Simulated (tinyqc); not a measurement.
Worked calculation: extended Hueckel theory, for N2+. The parameters take no account of the charge, which enters only through the electron count. One step of it, computed by the program tinyqc.

Problem. Mulliken analysis. P = C n C^T; charge = valence electrons (N 5) minus the sum of (P S)_ii on the atom; overlap population = 2 sum P_ij S_ij between two atoms.

coefficients:
```
              MO1        MO2       MO3        MO4        MO5        MO6        MO7        MO8
1N 2s    0.581445   0.543278  0.000000   0.000000  -0.221005   0.000000   0.000000   1.181774
1N 2px   0.000000   0.000000  0.430763   0.457928   0.000000  -0.078048   0.821089   0.000000
1N 2py   0.000000   0.000000  0.457928  -0.430763   0.000000   0.821089   0.078048   0.000000
1N 2pz   0.030038  -0.436714  0.000000   0.000000   0.645401   0.000000   0.000000   1.112748
2N 2s    0.581445  -0.543278  0.000000   0.000000  -0.221005   0.000000   0.000000  -1.181774
2N 2px   0.000000   0.000000  0.430763   0.457928   0.000000   0.078048  -0.821089   0.000000
2N 2py   0.000000   0.000000  0.457928  -0.430763   0.000000  -0.821089  -0.078048   0.000000
2N 2pz  -0.030038  -0.436714  0.000000   0.000000  -0.645401   0.000000   0.000000   1.112748
```

occupations: 2.000000  2.000000  2.000000  2.000000  1.000000  0.000000  0.000000  0.000000

overlap S, lower triangle:
```
            1N 2s    1N 2px    1N 2py     1N 2pz     2N 2s    2N 2px    2N 2py    2N 2pz
1N 2s    1.000000
1N 2px   0.000000  1.000000
1N 2py   0.000000  0.000000  1.000000
1N 2pz   0.000000  0.000000  0.000000   1.000000
2N 2s    0.431074  0.000000  0.000000   0.429109  1.000000
2N 2px   0.000000  0.265006  0.000000   0.000000  0.000000  1.000000
2N 2py   0.000000  0.000000  0.265006   0.000000  0.000000  0.000000  1.000000
2N 2pz  -0.429109  0.000000  0.000000  -0.326434  0.000000  0.000000  0.000000  1.000000
```

Give: charges; Overlap populations.

Solution.

charges: 1N 0.500, 2N 0.500

Overlap populations:

| pair | value |
|---|---|
| 2-1 | 1.607788 |
